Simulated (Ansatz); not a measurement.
# Abstraction of H: SiH3(SH) + C3H5F2 → SiH2(SH) + C3H6F2

Species: SiH3(SH) (sulfanylsilane), singlet; C3H5F2 `C[C](F)CF`, doublet; SiH2(SH), doublet; C3H6F2 `CC(F)CF`, singlet. A radical takes H: the energy is the difference in strength between the Si–H bond broken and the C–H bond made.

Shapes, held fixed at every level: PBE0-D4/def2-TZVP. Flexible molecules stand in one conformer, not always the lowest. Programs: Ansatz 0.2.0. The zero-point and thermal change to 298 K, harmonic and unscaled (PBE0-D4/def2-TZVP), is +10.2 kJ/mol.

Problem. Estimate ΔH(298 K) of this reaction.

Solution. The highest level, CCSD(T)/CBS estimate, gives ΔH(298 K) = -32.7 kJ/mol; the levels span -41.6 to -23.0. The column of differences is taken from that level and isn't an error. No measured value is set beside it here. Open shells run unrestricted unless RO is named. The CBS estimate extrapolates MP2 from def2-TZVPP and def2-QZVPP and adds CCSD(T) − MP2 in the triple-zeta set, cores frozen. Times are processor times on shared x86 and Arm servers, and rough.

```tsv
level	kind	ΔH(298 K) (kJ/mol)	less CCSD(T)/CBS estimate	CPU time (sum over the molecules)
SPW92/def2-TZVPP	LDA	-37.8	-5.1	14 s
r2SCAN-D4/def2-TZVPP	meta-GGA	-23.1	+9.6	42 s
B3LYP-D4/def2-TZVPP	global hybrid	-23.8	+8.9	40 s
wB97X-V/def2-TZVPP	range-separated hybrid	-23.0	+9.7	68 s
B2PLYP/def2-TZVPP	double hybrid	-27.2	+5.5	44 s
MP2/def2-TZVPP	perturbation theory	-41.6	-8.9	–
CCSD/def2-SVP	coupled cluster or CI	-33.8	-1.1	–
CCSD(T)/CBS estimate	coupled cluster or CI	-32.7	0.0	48 min
```
